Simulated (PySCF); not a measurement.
Species: C4H6O2.
Cartesian coordinates in Å at the PBE0-D3(BJ)/def2-SVP level; atoms count from 1:
```
atom  x, y, z in Å
C1    -2.268    0.173    1.121
C2    -1.307   -0.420    0.420
O3    -0.131    0.230    0.163
C4     0.812   -0.407   -0.580
C5     2.016    0.465   -0.753
O6     0.668   -1.512   -1.023
H7    -2.148    1.188    1.505
H8    -3.197   -0.362    1.321
H9    -1.363   -1.431    0.007
H10    2.399    0.772    0.231
H11    2.785   -0.078   -1.312
H12    1.734    1.382   -1.291
```

Level of theory: PBE0-D3(BJ)/def2-SVP geometry optimisation, gas phase in PySCF.

Masses are those of the commonest isotopes; rigid-rotor values at the optimised geometry. The values belong to one conformer with, in the numbering `[CH2:1]=[CH:2][O:3][C:4]([CH3:5])=[O:6]`, C1–C2–O3–C4 -179°, C2–O3–C4–C5 180°.

Task: What are A, B and C (GHz)?

Result: Ia = 53.42, Ib = 224.60, Ic = 274.85 u·Å²; 505379 MHz·u·Å²/I gives 9461, 2250 and 1839 MHz, that is A = 9.4612, B = 2.2501, C = 1.8387 GHz.

Task: Classify the top.

Result: An asymmetric top; Ray's κ = -0.892.

Task: Is it planar, by Δ = Ic − Ia − Ib?

Result: Not planar: Δ = Ic − Ia − Ib = -3.16 u·Å². For a rigid frame Δ = −2 Σ m c², so Σ m c² = 1.58 u·Å² lies off the ab plane, practically all of it from hydrogen. The atom farthest from that plane is 0.91 Å away.

Task: Give the other two planar moments, Paa and Pbb, and the rms extents of the mass along the axes.

Result: Paa = Σ m a² = (Ib + Ic − Ia)/2 = 223.02 and Pbb = Σ m b² = (Ia + Ic − Ib)/2 = 51.83 u·Å². With the mass M = 86.04 u, the rms extents √(P/M) along a, b and c are 1.61, 0.78, 0.14 Å.

Task: List the rotational levels J(Ka,Kc) to J = 3 (cm⁻¹).

Result: Above 0(0,0):
J = 1: 1(0,1) 0.1364, 1(1,1) 0.3769, 1(1,0) 0.3906
J = 2: 2(0,2) 0.4086, 2(1,2) 0.6360, 2(1,1) 0.6771, 2(2,1) 1.3988, 2(2,0) 1.3993
J = 3: 3(0,3) 0.8155, 3(1,3) 1.0242, 3(1,2) 1.1065, 3(2,2) 1.8079, 3(2,1) 1.8108, 3(3,1) 3.0453, 3(3,0) 3.0453
Those of J = 1 are B + C, A + C and A + B.

Task: Which types of transition are allowed, and where do some lines up to J = 4 fall?

Result: The dipole components are |μa| = 0.02 D, |μb| = 1.70 D, |μc| = 0.00 D. The squared components, which scale the intensities, stand as 0.00 : 1.00 : 0.00 (a : b : c). Some lines, for components of 0.1 D or more:

```json
{"type": "b", "branch": "R", "J(Ka,Kc)": "2(0,2) ← 1(1,1)", "MHz": "950", "lower level (cm⁻¹)": "0.377"}
{"type": "b", "branch": "R", "J(Ka,Kc)": "3(0,3) ← 2(1,2)", "MHz": "5382", "lower level (cm⁻¹)": "0.636"}
{"type": "b", "branch": "Q", "J(Ka,Kc)": "1(1,0) ← 1(0,1)", "MHz": "7622", "lower level (cm⁻¹)": "0.136"}
{"type": "b", "branch": "R", "J(Ka,Kc)": "4(0,4) ← 3(1,3)", "MHz": "9929", "lower level (cm⁻¹)": "1.024"}
{"type": "b", "branch": "R", "J(Ka,Kc)": "2(1,2) ← 1(0,1)", "MHz": "14977", "lower level (cm⁻¹)": "0.136"}
{"type": "b", "branch": "Q", "J(Ka,Kc)": "4(2,2) ← 4(1,3)", "MHz": "20481", "lower level (cm⁻¹)": "1.678"}
{"type": "b", "branch": "Q", "J(Ka,Kc)": "3(2,1) ← 3(1,2)", "MHz": "21112", "lower level (cm⁻¹)": "1.107"}
{"type": "b", "branch": "Q", "J(Ka,Kc)": "2(2,0) ← 2(1,1)", "MHz": "21650", "lower level (cm⁻¹)": "0.677"}
{"type": "b", "branch": "Q", "J(Ka,Kc)": "2(2,1) ← 2(1,2)", "MHz": "22867", "lower level (cm⁻¹)": "0.636"}
{"type": "b", "branch": "Q", "J(Ka,Kc)": "3(2,2) ← 3(1,3)", "MHz": "23495", "lower level (cm⁻¹)": "1.024"}
{"type": "b", "branch": "Q", "J(Ka,Kc)": "4(2,3) ← 4(1,4)", "MHz": "24337", "lower level (cm⁻¹)": "1.541"}
{"type": "b", "branch": "R", "J(Ka,Kc)": "2(2,1) ← 1(1,0)", "MHz": "30222", "lower level (cm⁻¹)": "0.391"}
{"type": "b", "branch": "R", "J(Ka,Kc)": "2(2,0) ← 1(1,1)", "MHz": "30651", "lower level (cm⁻¹)": "0.377"}
{"type": "b", "branch": "Q", "J(Ka,Kc)": "3(3,0) ← 3(2,1)", "MHz": "37009", "lower level (cm⁻¹)": "1.811"}
{"type": "b", "branch": "Q", "J(Ka,Kc)": "3(3,1) ← 3(2,2)", "MHz": "37094", "lower level (cm⁻¹)": "1.808"}
{"type": "b", "branch": "Q", "J(Ka,Kc)": "4(3,2) ← 4(2,3)", "MHz": "37140", "lower level (cm⁻¹)": "2.353"}
{"type": "b", "branch": "R", "J(Ka,Kc)": "4(2,3) ← 3(1,2)", "MHz": "37369", "lower level (cm⁻¹)": "1.107"}
{"type": "b", "branch": "R", "J(Ka,Kc)": "4(2,2) ← 3(1,3)", "MHz": "40092", "lower level (cm⁻¹)": "1.024"}
{"type": "b", "branch": "R", "J(Ka,Kc)": "3(3,1) ← 2(2,0)", "MHz": "49344", "lower level (cm⁻¹)": "1.399"}
{"type": "b", "branch": "Q", "J(Ka,Kc)": "4(4,0) ← 4(3,1)", "MHz": "51884", "lower level (cm⁻¹)": "3.592"}
{"type": "b", "branch": "R", "J(Ka,Kc)": "4(3,2) ← 3(2,1)", "MHz": "53397", "lower level (cm⁻¹)": "1.811"}
{"type": "b", "branch": "R", "J(Ka,Kc)": "4(3,1) ← 3(2,2)", "MHz": "53486", "lower level (cm⁻¹)": "1.808"}
{"type": "b", "branch": "R", "J(Ka,Kc)": "4(4,1) ← 3(3,0)", "MHz": "68275", "lower level (cm⁻¹)": "3.045"}
{"type": "b", "branch": "R", "J(Ka,Kc)": "4(4,0) ← 3(3,1)", "MHz": "68276", "lower level (cm⁻¹)": "3.045"}
```

No PBE0-D3(BJ)/def2-SVP frequencies stand behind this structure, so it isn't proved a minimum. Zero-point vibration and centrifugal distortion are left out. A rigid rotor knows nothing of internal rotation, which can split or shift real lines.
